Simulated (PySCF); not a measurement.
# Worked example for `BC` (CH5B): ionisation energy to the radical cation

These are calculated values, ωB97X-D3(BJ)/ma-def2-TZVP in PySCF (grid level 2) at geometries from PBE0-D3(BJ)/ma-def2-SVP. The prefix ma- adds one diffuse s and one diffuse p function on all atoms but H. Zero-point energies come from unscaled PBE0-D3(BJ)/ma-def2-SVP harmonic frequencies.

```jsonl
{"state": "parent", "structure": "parent", "E / Eh": "-66.012274"}
{"state": "radical cation", "structure": "parent", "E / Eh": "-65.572611"}
{"state": "radical cation", "structure": "radical cation", "E / Eh": "-65.602150"}
{"state": "parent", "structure": "radical cation", "E / Eh": "-65.961503"}
```

Zero-point energy of the radical cation less that of the parent: -0.176 eV. 1 Eh = 27.2114 eV.

Question: Work out the vertical and adiabatic ionisation energy.

Answer: Vertical: (-65.572611) − (-66.012274) = 0.439663 Eh = 11.96 eV. Adiabatic: 0.410124 Eh = 11.160 eV, and 10.98 eV with zero-point energy.

Question: And the inner reorganisation energy of self-exchange?

Answer: The radical cation relaxes by 803.8 meV and the parent by 1381.5 meV, so λ = 2185 meV.
